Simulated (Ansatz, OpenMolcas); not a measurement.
## OpenMolcas → Ansatz

This OpenMolcas 26.06 job computes SiH2S (SMILES [SiH]S):

mol.inp:
```
>>> EXPORT MOLCAS_PRINT=2
&GATEWAY
BasLib=$CurrDir
Coord
4
angstrom
Si      -1.543109      -0.957999      -0.659206
S       -1.089809       1.075201      -1.026906
H        1.017500      -1.190800       0.981400
H       -2.170009       1.362401      -1.776506
Basis=STO-3G
Group=NoSym
&SEWARD
GridInput
Grid=UltraFine
End of Grid
&SCF
KSDFT=PBE0
Thresholds=1e-10 1e-07 1e-07 1e-05
PrOrbitals=1 1
```

```bash
$ export MOLCAS_MEM=1860
$ pymolcas mol.inp > mol.log
```

(Basis files named in the input come from the Basis Set Exchange and aren't shown.)

The Si1–H3 distance was set to 3.050 Å, away from the relaxed value.

A bond is far stretched, where a restricted reference may be unsound.

It gives a total energy of -680.607390 Eh.

Problem. Write the same calculation for Ansatz 0.2.0 as an input file of the program's own.

Solution. One way, which was run:

run.yaml:
```yaml
crystal:
  periodic: [false, false, false]
  atoms:
    - symbol: Si
      position_ang: [-1.543109, -0.957999, -0.659206]
    - symbol: S
      position_ang: [-1.089809, 1.075201, -1.026906]
    - symbol: H
      position_ang: [1.017500, -1.190800, 0.981400]
    - symbol: H
      position_ang: [-2.170009, 1.362401, -1.776506]
basis:
  gaussian: {orbitals: STO-3G}
hamiltonian: {xc: {name: PBE0}}
accuracy: high
magnetization: {spin_polarized: false}
```

```bash
$ ansatz run run.yaml --threads 1 --pin off --max-ram 2610MiB --events-out events.jsonl --progress --plain --runs-dir runs
```

Its energy is -680.607392 Eh, 0.002 mEh from the first.
